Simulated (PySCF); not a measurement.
# C6H12 (cyclohexane): the cost of one run

Programs: PySCF 2.14.0, with density-fitted response routines of our own. Each step states its level of theory. These are calculated values for one molecule in the gas phase, unless marked as measured. Atoms are numbered from 0 throughout.

## (1) Starting geometry

18 atoms, charge 0, multiplicity 1; geometry from: MMFF94s. The atoms were then displaced at random by about 0.03 Å, so the start is not that level's minimum.

Bonds of the start (Å): C0–C1 1.45, C1–C2 1.50, C2–C3 1.45, C3–C4 1.64, C4–C5 1.56, C5–C0 1.50, C0–H6 1.09, C0–H7 1.18, C1–H8 1.09, C1–H9 1.13, C2–H10 1.05, C2–H11 1.19, C3–H12 1.00, C3–H13 1.14, C4–H14 1.12, C4–H15 1.02, C5–H16 1.10, C5–H17 1.10.

## (2) Optimising the geometry at PBE0-D3(BJ)/def2-SVP

What the job is given:

```
{"job": {"xc": "PBE0", "basis": "def2-SVP", "d3": "d3bj", "grid": 1, "shake": 0.03, "kind": "geom"}, "charge": 0, "multiplicity": 1}
C     -0.616040     1.050730    -0.656080
C      0.734250     1.247550    -0.154470
C      1.407470    -0.093080    -0.144790
C      0.776960    -1.120620     0.658040
C     -0.759720    -1.281170     0.116340
C     -1.479800     0.100580     0.111680
H     -0.625110     0.836630    -1.727030
H     -1.137350     2.113700    -0.624880
H      1.304040     1.978680    -0.720240
H      0.724090     1.678260     0.893450
H      1.590350    -0.450600    -1.119340
H      2.480170     0.037460     0.344860
H      1.098880    -2.066710     0.580940
H      0.603780    -0.834330     1.748770
H     -1.322870    -1.994750     0.779080
H     -0.733760    -1.643400    -0.840960
H     -1.611130     0.475200     1.139650
H     -2.490530    -0.017200    -0.307280
```

The run is started by

```console
$ OMP_NUM_THREADS=1 python probes_run.py task.json out
```

One launch serves the whole session: the jobs run in the order shown.

**Question.** How long does this first job take on 1 thread of Arm Neoverse V1, shared host, and how much memory does it need?

About 96 s, with a peak of 0.57 GiB.
